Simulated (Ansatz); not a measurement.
# SiNH2+ (SMILES [NH+]#[SiH]): functionals against CCSD(T) at one geometry

The task here is to estimate one member of a computed series from the others.

Method: single points in def2-TZVPP; program: Ansatz 0.2.0, Gaussian basis.

Cores are frozen in the correlated methods.

### The system as given

SMILES `[NH+]#[SiH]`, 4 atoms, charge 1, spin multiplicity 1.

Atoms are counted from 1 here; the program's logs count them from 0.

Bond lengths: N1–Si2 1.648 Å, N1–H3 0.999 Å, Si2–H4 1.381 Å. Angles: Si2–N1–H3 169.4°, N1–Si2–H4 173.1°.

Geometry (Å):

```xyz
4
charge 1, multiplicity 1
N     0.3335   -0.6636    0.6561
Si   -0.1842    0.5139   -0.3736
H     0.7305   -1.2385    1.3696
H    -0.4679    1.4932   -1.3058
```

Set-up of the first run:

run/in.yaml

```yaml
crystal:
  periodic: [false, false, false]
  atoms:
    - {symbol: N, position_ang: [0.333500, -0.663600, 0.656100]}
    - {symbol: Si, position_ang: [-0.184200, 0.513900, -0.373600]}
    - {symbol: H, position_ang: [0.730500, -1.238500, 1.369600]}
    - {symbol: H, position_ang: [-0.467900, 1.493200, -1.305800]}
basis:
  gaussian: {orbitals: def2-TZVPP}
total_charge: 1
correlation: {method: ccsd_t}
output: {forces: true}
```

No record of the launch command was kept for these runs.

Among the steps run: CCSD(T)/def2-TZVPP; PBE0-D4/def2-TZVPP; wB97M-V/def2-TZVPP; r2SCAN-D4/def2-TZVPP; PBE-D4/def2-TZVPP; BHLYP-D4/def2-TZVPP; CAM-B3LYP-D4/def2-TZVPP.

One of the session's tables, all rows but one given; the rest of the session is left out.

```
      method  RMS force component (eV/Å)  angle to CCSD(T) forces (°)
     CCSD(T)                       3.128                    reference
     PBE0-D4                       3.640                          1.5
     wB97M-V                       3.669                          2.8
   r2SCAN-D4                       3.465                          1.0
      PBE-D4                       3.265                          2.0
    BHLYP-D4                       3.907                          4.1
CAM-B3LYP-D4                           ?                            ?
```

Q: Estimate the row for CAM-B3LYP-D4 from the others.

The run gave: RMS force component (eV/Å): 3.759; angle to CCSD(T) forces (°): 2.7. In the column «RMS force component (eV/Å)» it lies between wB97M-V (3.669) and BHLYP-D4 (3.907).
